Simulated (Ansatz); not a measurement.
fcc Ir was calculated with BLYP (plane waves, PAW; Ansatz, a first-principles code).

Settings: plane-wave cutoff 520 eV, 24×24×24 k mesh, Fermi–Dirac smearing 0.05 eV, no spin polarisation, scalar-relativistic PAW data made under PBE.

Cell (relaxed at this level):

```cif
data_Ir
_chemical_formula_sum 'Ir1'
_space_group_name_H-M_alt 'P 1'
_space_group_IT_number 1
_cell_length_a 2.78315
_cell_length_b 2.78315
_cell_length_c 2.78315
_cell_angle_alpha 60.000
_cell_angle_beta 60.000
_cell_angle_gamma 60.000
loop_
_space_group_symop_operation_xyz
  'x, y, z'
loop_
_atom_site_label
_atom_site_type_symbol
_atom_site_fract_x
_atom_site_fract_y
_atom_site_fract_z
_atom_site_occupancy
Ir1 Ir 0.00000 0.00000 0.00000 1
```

Problem. Estimate the bulk modulus and pressure derivative B′ of the bulk modulus that the calculation returns.

Solution. 
- bulk modulus = 293 GPa
- pressure derivative B′ of the bulk modulus = 5.2

The run finds no gap.

Measured, for comparison: bulk modulus 365 GPa (corrected for temperature and zero-point phonon effects; as tabulated in Levämäki et al. (2014), arXiv:1402.3671). Computed (rounded) less measured: bulk modulus -20 %.

Spin–orbit coupling is not included.

The computed numbers hold no vibrational or temperature effects.
